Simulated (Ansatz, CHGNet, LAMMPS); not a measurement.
How well does each level of theory give the elastic constant C33 of corundum (α-Al2O3)?

Reference value: 501 GPa (measured, temperature not stated, no zero-point or thermal correction; as tabulated in Oses et al. (2018), arXiv:1811.08464).

```
level (code)                                  value (GPa)  cell (Å³/atom)  difference (%)
--------------------------------------------  -----------  --------------  --------------
ionic model grimes1999 (shell model, LAMMPS)          576            8.51           +15.0
ionic model lewis1985c (shell model, LAMMPS)          489            8.50            -2.4
ionic model pedone2006 (rigid ions, LAMMPS)           502            8.34            +0.2
CHGNet-r²SCAN                                         387            8.47             -23
LDA (Ansatz)                                          492            8.32            -1.8
PBE (Ansatz)                                          452            8.76            -9.8
```

The reference's temperature isn't stated, so close values are not ranked against it.

The reference isn't brought to a static lattice, while the calculations are for one, so the differences are not the levels' errors alone. A static lattice is as a rule stiffer than a warm one, by over a tenth in soft solids.  Each level is taken at its own relaxed cell. Ansatz's density-functional and Hartree–Fock values are scalar-relativistic unless marked +SOC, with PAW data made under PBE.

Empirical potentials (ionic model grimes1999, ionic model lewis1985c, ionic model pedone2006) are fitted to chosen data: where that held the value shown, agreement is built in, and what lay outside the fit can be far off. Machine-learned potentials (CHGNet-r²SCAN) are trained on DFT data: a solid inside that data is no test of them.

Differences are worked out from the printed values.

Ansatz is a quantum-chemistry and plane-wave program.
